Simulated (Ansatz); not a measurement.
We consider diamond-structure Ge, described by LDA (Ansatz, a quantum-chemistry and plane-wave program, PAW).

Settings: plane-wave cutoff 520 eV, 10×10×10 k mesh, Fermi–Dirac smearing 0.01 eV, scalar-relativistic PAW data made under PBE.

The cell has the measured lattice: a = b = c = 5.6580 Å, α = β = γ = 90.00°.

**Question.** Predict the width of the whole s-p valence band.

**Answer.** 
width of the whole s-p valence band: 12.82 eV

The run finds no gap.

Note: the gap of the solid is closed in this run; this level leaves the solid without a gap, although one is measured; cell and atoms aren't relaxed at this level (pressure -1.3 GPa).

Spin–orbit coupling is not included.

Computed values are for the static lattice.

It cost very roughly 7 core-seconds of CPU time.
